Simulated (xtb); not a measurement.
HCl, charge +1, doublet, at a GFN2-xTB geometry of the parent state (a state made from the parent by changing its charge; the spin is typed, not shown lowest); GFN0-xTB (xtb 6.7.1).

The xtb input:
```
$ xtb mol.xyz --gfn 0 --chrg 1 --uhf 1 --json

# file mol.xyz
2

Cl    -0.00000000    -0.00000000    -0.07094563
H      0.00000000     0.00000000     1.20607566
```

Output, abridged:

```
   ID    Z sym.   atoms
    1   17 Cl     1
    2    1 H      2

           -------------------------------------------------
          |                Calculation Setup                |
           -------------------------------------------------

           -------------------------------------------------
          |                 G F N 0 - x T B                 |
           -------------------------------------------------

          ...................................................
          :                      SETUP                      :
          :.................................................:
          :  # basis functions                  12          :
          :  # atomic orbitals                  11          :
          :  # shells                            5          :
          :  # electrons                         7          :
          :  electronic temp.          300.0000000     K    :
          :  accuracy                    1.0000000          :
          :  -> integral cutoff          0.2500000E+02      :
          :  -> integral neglect         0.1000000E-07      :
          ...................................................

         :::::::::::::::::::::::::::::::::::::::::::::::::::::
         ::                     SUMMARY                     ::
         :::::::::::::::::::::::::::::::::::::::::::::::::::::
         :: total energy              -2.855520872940 Eh    ::
         :: gradient norm              0.023134840727 Eh/a0 ::
         :: HOMO-LUMO gap              7.372898779673 eV    ::
         ::.................................................::
         :: H0 energy                 -4.406525086724 Eh    ::
         :: repulsion energy           0.009438246460 Eh    ::
         :: electrostat energy         1.541595400637 Eh    ::
         :: -> Gsolv                   0.000000000000 Eh    ::
         ::    -> Gsasa                0.000000000000 Eh    ::
         ::    -> Gshift               0.000000000000 Eh    ::
         :: dispersion energy         -0.000029433314 Eh    ::
         :: short-range corr.          0.000000000000 Eh    ::
         :: add. restraining           0.000000000000 Eh    ::
         :: total charge               1.000000000000 e     ::
         :::::::::::::::::::::::::::::::::::::::::::::::::::::

           -------------------------------------------------
          |                Property Printout                |
           -------------------------------------------------

    * Orbital Energies and Occupations

         #    Occupation            Energy/Eh            Energy/eV
      -------------------------------------------------------------
         1        2.0000           -0.9643774             -26.2420
         2        2.0000           -0.5535393             -15.0626
         3        1.5000           -0.4564582             -12.4209
         4        1.5000           -0.4564582             -12.4209 (HOMO)
         5                         -0.1855092              -5.0480 (LUMO)
         6                         -0.1012221              -2.7544
         7                         -0.0641086              -1.7445
         8                         -0.0641086              -1.7445
         9                         -0.0641086              -1.7445
        10                         -0.0641086              -1.7445
        11                          0.4456018              12.1254
      -------------------------------------------------------------
                  HL-Gap            0.2709490 Eh            7.3729 eV
             Fermi-level            0.0000000 Eh            0.0000 eV

     #   Z          covCN         q      C6AA      α(0)
     1  17 Cl       0.844     0.442    85.174    14.107
     2   1 H        0.844     0.558     0.275     0.823

 Mol. C6AA /au·bohr⁶  :         95.127412
 Mol. C8AA /au·bohr⁸  :       3774.449410
 Mol. α(0) /au        :         14.929851

Wiberg/Mayer (AO) data.
largest (>0.10) Wiberg bond orders for each atom

 ---------------------------------------------------------------------------
     #   Z sym  total        # sym  WBO       # sym  WBO       # sym  WBO
 ---------------------------------------------------------------------------
     1  17 Cl   0.952 --     2 H    0.952
     2   1 H    0.952 --     1 Cl   0.952
 ---------------------------------------------------------------------------

Topologies differ in total number of bonds
Writing topology from bond orders to xtbtopo.mol

 dipole moment from electron density (au)
     X       Y       Z
   0.0000   0.0000   0.3237  total (Debye):    0.823

           -------------------------------------------------
          | TOTAL ENERGY               -2.855520872940 Eh   |
          | GRADIENT NORM               0.023134840727 Eh/α |
          | HOMO-LUMO GAP               7.372898779673 eV   |
           -------------------------------------------------

normal termination of xtb
```
